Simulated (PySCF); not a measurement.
# He, He⁺: ionisation energy in cc-pVDZ-DK

Wanted: the ionisation energy of helium, up a ladder of methods.

Method: unrestricted determinants in a Gaussian basis, no spin-orbit coupling in the energies. Code: PySCF 2.14.0.

13 further runs of the same task are left out: 5 that didn't finish, 8 set aside as unsound or not needed.

## (1) The atom as given

```
Element                                   : helium (Z = 2)
Basis                                     : cc-pVDZ-DK
Hamiltonian                               : scalar relativity by spin-free X2C-1e
State 1                                   : He: 1s2, closed-shell 1S
State 2                                   : He⁺: 1s1, 2S determinant
Methods                                   : UHF, BP86, TPSS, MP2, CCSD(T)
Core shells frozen in the correlated runs : valence: nothing (for He)
```

Outer shells as boxes (Hund's rule):

He 1s2
```
1s [↑↓]
```

He+ 1s1
```
1s [↑ ]
```

The runs were made by one driver on top of PySCF. The scripts below sum up each run's settings (the driver also hands on starting orbitals that pick excited configurations, and frozen orbitals as a list rather than a count), and the logs come from the driver's own runs. The driver starts from symmetry-adapted Hartree-Fock orbitals, holds the occupation by maximum overlap and uses a logarithmic radial grid for functionals, so a plain start would take other cycles.

The driver's launch:

```bash
$ OMP_NUM_THREADS=1 python atomrun2.py TASK.json OUT
```

The integrals over 5 functions and the set-up took 0.02 s of CPU time.

## (2) He, method by method

#### UHF

input.py

```python
from pyscf import gto, scf, dft, mp, cc
import basis_set_exchange as bse
mol = gto.M(atom="He 0 0 0", charge=0, spin=0, symmetry="D2h",
            basis=gto.basis.parse(bse.get_basis("cc-pVDZ-DK", elements=["He"], fmt="nwchem", header=False)),
            nucmod="G")
mf = scf.UHF(mol).sfx2c1e()
mf.irrep_nelec = {'Ag': (1, 1)}
mf.kernel()
```

#### BP86

input.py differs from the last one in:

```diff
@@ -5,3 +5,3 @@
             nucmod="G")
-mf = scf.UHF(mol).sfx2c1e()
+mf = dft.UKS(mol, xc="B88,P86").sfx2c1e()
 mf.irrep_nelec = {'Ag': (1, 1)}
```

#### TPSS

input.py differs from the last one in:

```diff
@@ -5,3 +5,3 @@
             nucmod="G")
-mf = dft.UKS(mol, xc="B88,P86").sfx2c1e()
+mf = dft.UKS(mol, xc="TPSS").sfx2c1e()
 mf.irrep_nelec = {'Ag': (1, 1)}
```

#### MP2 (valence)

input.py differs from the last one in:

```diff
@@ -5,4 +5,5 @@
             nucmod="G")
-mf = dft.UKS(mol, xc="TPSS").sfx2c1e()
+mf = scf.UHF(mol).sfx2c1e()
 mf.irrep_nelec = {'Ag': (1, 1)}
 mf.kernel()
+mp.UMP2(mf, frozen=0).kernel()
```

#### CCSD(T) (valence)

input.py differs from the last one in:

```diff
@@ -8,2 +8,3 @@
 mf.kernel()
-mp.UMP2(mf, frozen=0).kernel()
+mycc = cc.CCSD(mf, frozen=0).run()
+mycc.ccsd_t()
```

## (3) He⁺

#### UHF

input.py

```python
from pyscf import gto, scf, dft, mp, cc
import basis_set_exchange as bse
mol = gto.M(atom="He 0 0 0", charge=1, spin=1, symmetry="D2h",
            basis=gto.basis.parse(bse.get_basis("cc-pVDZ-DK", elements=["He"], fmt="nwchem", header=False)),
            nucmod="G")
mf = scf.UHF(mol).sfx2c1e()
mf.irrep_nelec = {'Ag': (1, 0)}
mf.kernel()
```

#### BP86

input.py differs from the last one in:

```diff
@@ -5,3 +5,3 @@
             nucmod="G")
-mf = scf.UHF(mol).sfx2c1e()
+mf = dft.UKS(mol, xc="B88,P86").sfx2c1e()
 mf.irrep_nelec = {'Ag': (1, 0)}
```

#### TPSS

input.py differs from the last one in:

```diff
@@ -5,3 +5,3 @@
             nucmod="G")
-mf = dft.UKS(mol, xc="B88,P86").sfx2c1e()
+mf = dft.UKS(mol, xc="TPSS").sfx2c1e()
 mf.irrep_nelec = {'Ag': (1, 0)}
```

What does the calculation give?

**Answer**, as computed:

| quantity | value |
| --- | --- |
| ionisation energy, He | UHF 23.443, FCI (valence) 24.326 eV; reference 24.587 |

Accuracy against cost (mean over 1 difference):

| method | mean absolute miss against the measured value (with the measured fine structure taken into account where it is known) (eV) | CPU time, both states (s) |
| --- | --- | --- |
| UHF | 1.144 | 0.04 |
| BP86 | 0.195 | 0.04 |
| TPSS | 0.113 | 0.07 |
| MP2 (valence) | 0.441 |  |
| SCS-MP2 (valence) | 0.300 |  |
| CCSD (valence) | 0.261 |  |
| CCSD(T) (valence) | 0.261 |  |
| CCSDT (valence) | 0.261 |  |
| FCI (valence) | 0.261 |  |

**Reading.** Against experiment TPSS comes closest (off by 0.11 eV) and UHF is farthest (1.14 eV). Hartree-Fock falls short because the species with more electrons holds more correlation energy, which it lacks. The basis is finite, and no extrapolation was made.
